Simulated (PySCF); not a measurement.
Cyclopentanol, C₅H₁₀O.
Numbering: `[OH:1][CH:2]1[CH2:3][CH2:4][CH2:5][CH2:6]1` (hydrogens: H7 on O1; H8 on C2; H9, H10 on C3; H11, H12 on C4; H13, H14 on C5; H15, H16 on C6)

Level: wB97X-D/pcSseg-2 in PySCF, non-relativistic, on one gas-phase PBE0-D3(BJ)/def2-TZVP geometry that isn't relaxed in the solvent. The solvent is an IEF-PCM continuum (van der Waals radii × 1.2). The model holds no explicit solvent molecules, cavitation or dispersion.

Gas phase at wB97X-D/pcSseg-2: HOMO -9.66 eV, LUMO 2.19 eV, dipole 1.52 D.

Question: What does the continuum do to the energy, the frontier levels and the dipole at wB97X-D/pcSseg-2 in chloroform?

Answer: 
| solvent | ε | E(solvent) − E(gas) (kcal/mol) | polarisation term (kcal/mol) | distortion of the solute (kcal/mol) | HOMO (eV) | LUMO (eV) | dipole (D) |
| --- | --- | --- | --- | --- | --- | --- | --- |
| chloroform | 4.711 | -3.08 | -3.41 | 0.33 | -9.65 | 2.38 | 1.91 |

The first energy column is the sum of the next two and covers electrostatics alone.

Question: Which radius a makes the point-dipole formula ΔE = −[(ε − 1)/(2ε + 1)]·μ²/a³ give the value in chloroform, with the gas-phase dipole?

Answer: μ = 0.597 au and |ΔE| = 0.00491 Eh give a = 1.56 Å; the farthest nucleus lies 2.67 Å from the centroid of the nuclei, so such a sphere wouldn't even hold the nuclei. The formula assumes a rigid point dipole at the centre of a sphere.

wB97X-D is run here without its empirical dispersion term; that term would change no orbital, density or response property at a fixed geometry.
